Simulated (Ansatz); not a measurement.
Reaction (atomization): `F[SiH](F)F` → 3 F• + H• + Si•

Gas-phase electronic energies from Ansatz, PBE0-D4/def2-TZVP geometries. CBS: MP2 limit from def2 TZ/QZ plus the TZ coupled-cluster correction, frozen cores. This one scheme is used for every species, atoms too. Functionals use def2-TZVPP. B3LYP here is the variant with VWN-RPA as its local correlation; programs differ in this. HSE06 is defined as in plane-wave codes. No spin–orbit coupling; open shells (•) take unrestricted orbitals. Spin–orbit coupling would lower the free atoms: a little for F, Si.

```tsv
level	ΔE (eV)	difference from CCSD(T)/CBS
LDA (SPW92)	25.04	2.81
PBE-D4	22.07	-0.16
revPBE-D4	21.37	-0.86
BLYP-D4	21.84	-0.39
B97M-V	21.96	-0.27
PBE0-D4	21.51	-0.72
B3LYP-D4	21.73	-0.50
r2SCANh-D4	21.76	-0.47
r2SCAN0-D4	21.42	-0.81
HSE06-D4	21.52	-0.71
CAM-B3LYP-D4	22.08	-0.15
ωB97M-V	21.99	-0.24
B2PLYP	21.82	-0.41
PBE-QIDH	21.69	-0.54
PBE	21.99	-0.24
revPBE	21.12	-1.11
r2SCAN	21.98	-0.25
PBE0	21.45	-0.78
B3LYP	21.61	-0.62
r2SCANh	21.74	-0.49
r2SCAN0	21.40	-0.83
HSE06	21.47	-0.76
BHLYP	20.91	-1.32
CAM-B3LYP	22.02	-0.21
LC-ωPBE	21.89	-0.34
HF/def2-SVP	15.82	-6.41
MP2/def2-SVP	20.95	-1.28
CCSD/def2-SVP	19.88	-2.35
CCSD(T)/def2-SVP	20.03	-2.20
HF/def2-TZVPP	16.71	-5.52
MP2/def2-TZVPP	22.52	0.29
SCS-MP2/def2-TZVPP	22.05	-0.18
CCSD/def2-TZVPP	21.24	-0.99
CCSD(T)/def2-TZVPP	21.54	-0.69
HF/def2-QZVPP	16.83	-5.40
MP2/def2-QZVPP	22.96	0.73
SCS-MP2/def2-QZVPP	22.51	0.28
HF/CBS(def2)	16.84	-5.39
MP2/CBS(def2)	23.22	0.99
CCSD/CBS(def2)	21.93	-0.30
CCSD(T)/CBS	22.23	0
```

Largest T1 diagnostic among the species: 0.012.

At CCSD(T), def2-SVP lies −2.21 eV from the extrapolated value and def2-TZVPP −0.70 eV: correlation converges slowly with the basis, and small sets miss more of it in the bonded molecule than in its fragments. From r2SCAN to r2SCAN0 (25 % exact exchange), in def2-TZVPP and without D4, ΔE moves by −0.58 eV: exact exchange takes away binding that semilocal exchange gives to molecules.

For atomizations the MP2-based limit and the directly extrapolated one differ by several kJ/mol either way, and by 10 to 25 for some Ge, Se and Sn compounds, so smaller differences from it don't rank the levels.
